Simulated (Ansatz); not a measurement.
# SiH2 (triplet): from Hartree-Fock to the top rungs, 6-31G

Aim: climb from Hartree-Fock through coupled cluster and multireference methods for SiH2 (triplet) at one geometry and basis, and see what each rung misses.

The runs use Ansatz 0.2.0, Gaussian basis; 6-31G, core rule «outside noble gas», up to 5 orbitals frozen.

To be run: UHF; CCSD(T) on ROHF; CCSD(T) on UHF; BCCD(T) on ROHF; CISD; CCSDT(Q) on ROHF; CCSDT(Q) on UHF; CISDTQ; CCSDTQ on ROHF; CCSDTQ on UHF; CASSCF and MRCISD+Q, 6 electrons in 6 orbitals; CASSCF and NEVPT4(SD), 6 electrons in 6 orbitals; CASSCF and NEVPT2, 6 electrons in 6 orbitals; Full CI.

10 further runs of the same task are left out: 10 set aside as unsound or not needed.

**1. The geometry**

The geometry is an MP2(full)/6-31G* stationary point (not a proven minimum).

3 atoms, charge 0, spin multiplicity 3.

Atoms are counted from 1 here; the program's logs count them from 0.

Bond lengths: Si1–H2 1.481 Å, Si1–H3 1.481 Å. Angles: H2–Si1–H3 118.3°.

**2. UHF**

File in.yaml:

```yaml
crystal:
  periodic: [false, false, false]
  atoms:
    - {symbol: Si, position_ang: [0.000000, 0.000000, 0.050827]}
    - {symbol: H, position_ang: [0.000000, 1.271862, -0.708125]}
    - {symbol: H, position_ang: [0.000000, -1.271862, -0.708125]}
basis:
  gaussian: {orbitals: 6-31G}
magnetization: {spin_polarized: true, initial_magnetization: 2}
hamiltonian: {xc: hf}
output: {orbitals: {seedname: orbitals}}
```

Run with:

```
$ ansatz run in.yaml --threads 1 --pin off --events-out ev --progress --plain --max-ram 3956MiB --backend cpu
```

After this run come: CCSD(T) on ROHF; CCSD(T) on UHF; BCCD(T) on ROHF; CISD; CCSDT(Q) on ROHF; CCSDT(Q) on UHF; CISDTQ; CCSDTQ on ROHF; CCSDTQ on UHF; CASSCF and MRCISD+Q, 6 electrons in 6 orbitals; CASSCF and NEVPT4(SD), 6 electrons in 6 orbitals; CASSCF and NEVPT2, 6 electrons in 6 orbitals; Full CI.

Q: Predict the results of all the runs planned. Wanted: FCI below the RHF energy; RMP2 from FCI; UMP2 from FCI; RCCSD from FCI; RCCSD(T) from FCI; UCCSD(T) from FCI; RCCSDT(Q) from FCI; UCCSDT(Q) from FCI; NEVPT2 valence from FCI.

**Answer**, as computed:

| quantity | value |
| --- | --- |
| FCI below the RHF energy | -1.4153 eV |
| RMP2 from FCI | +450.8 meV |
| UMP2 from FCI | +439.6 meV |
| RCCSD from FCI | +20.8 meV |
| RCCSD(T) from FCI | +7.2 meV |
| UCCSD(T) from FCI | +7.1 meV |
| RCCSDT(Q) from FCI | +0.2 meV |
| UCCSDT(Q) from FCI | 0.0 meV |
| NEVPT2 valence from FCI | +145.8 meV |
| NEVPT4(SD) valence from FCI | +26.0 meV |
| MRCISD+Q valence from FCI | +5.2 meV |
| levels within 1 kcal/mol (43 meV) | CISD, RCCSD, UCCSD, RCCSD(T), UCCSD(T), BCCD(T), RCCSDT, UCCSDT, CISDTQ, RCCSDT(Q), UCCSDT(Q), RCCSDTQ, UCCSDTQ, NEVPT4(SD) valence, MRCISD valence, MRCISD+Q valence |
| T1 diagnostic | 0.015 |
| effectively unpaired electrons | 2.02 |

What this shows: RCCSD(T) lands +7.2 meV from the yardstick (0.5 % of the correlation energy). One determinant dominates. Of the multireference levels listed MRCISD+Q valence comes nearest in total energy (+5.2 meV), which doesn't show that its space is the better one. These misses are within one basis, not against nature; the frozen cores of restricted and unrestricted runs differ, which can shift their rows.
